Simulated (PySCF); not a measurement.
## SiN₂ + H₂O → HSi(OH) + N₂

Level: PBE0 in the def2-TZVP basis family, all electrons, no relativity, computed in PySCF with density fitting; open shells unrestricted.

```tsv
species	state and structure	E (Eh)	ZPE (kJ/mol)	H(298 K) − H(0) (kJ/mol)	S° (J/(mol K))
SiN₂	triplet, C∞v, N–N 1.137 Å, Si–N 1.741 Å; N–N–Si 180.0°	-398.72982	18.6	11.1	246.2
H₂O	singlet, C2v, O–H 0.960 Å (×2); H–O–H 105.1°	-76.37736	56.5	9.9	188.7
HSi(OH)	singlet, Cs, O–H 0.960 Å, Si–H 1.548 Å, Si–O 1.653 Å; H–O–Si 118.9°, H–Si–O 97.8°	-365.73997	54.0	10.8	242.4
N₂	singlet, D∞h, N–N 1.089 Å	-109.44629	14.9	8.7	191.4
```

**Question.** What is the electronic reaction energy?

**Answer.** At PBE0/def2-TZVP, ΔE = -207.6 kJ/mol from the differences of the total energies times 2625.5, downhill. 

**Question.** Add zero-point, thermal and entropy terms for 298.15 K and 1 bar.

**Answer.** ΔZPE = -6.2 and Δ[H(298) − H(0)] = -1.5 kJ/mol give ΔH° = -215.3 kJ/mol. ΔS° = -1.1 J/(mol K), so ΔG° = -215.3 − 298.15 × (-0.0011) = -215 kJ/mol.

Each species is the lowest minimum found with this bonding; other isomers or fragments can lie lower.
